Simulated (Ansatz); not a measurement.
Total energies of SiF2 from Ansatz at PBE-D4/def2-TZVPD, gas phase (1 Eh = 27.2114 eV = 2625.5 kJ/mol). The reference geometry is relaxed at r2SCAN-D4/def2-TZVP.

```csv
atom,x (Å),y (Å),z (Å)
Si1,-0.5647,-0.2192,0.3162
F2,0.9378,-0.7732,0.4005
F3,-0.3731,0.9924,-0.7166
```

| state | geometry | energy (Eh) |
| --- | --- | --- |
| charge 0 singlet | reference | -489.04385 |
| charge -1 doublet | reference | -489.04688 |
| free Si atom (triplet) | – | -289.22297 |
| free F atom (doublet) | – | -99.67049 |

(1) Work out the vertical electron affinity, to the doublet.

(2) What is the binding energy per atom against free atoms?

(1) E(charge 0 singlet) − E(charge -1 doublet) = -489.04385 − (-489.04688) = 0.00303 Eh = 0.08 eV; so near zero that its sign isn't settled.

(2) Atoms: 1 × (-289.22297) + 2 × (-99.67049) = -488.56395 Eh. Binding: -488.56395 − (-489.04385) = 0.47990 Eh = 13.06 eV, or 4.35 eV for each of 3 atoms (no zero-point energy, no counterpoise term).

At PBE-D4/def2-TZVPD the highest occupied level of the charge -1 doublet lies above zero (up to 2.83 eV). Energy differences disagree on whether the electron is bound (positive means bound): 0.08 eV (vertical, to the charge 0 singlet, at PBE-D4/def2-TZVPD), but -0.08 eV at CCSD/def2-TZVPD.
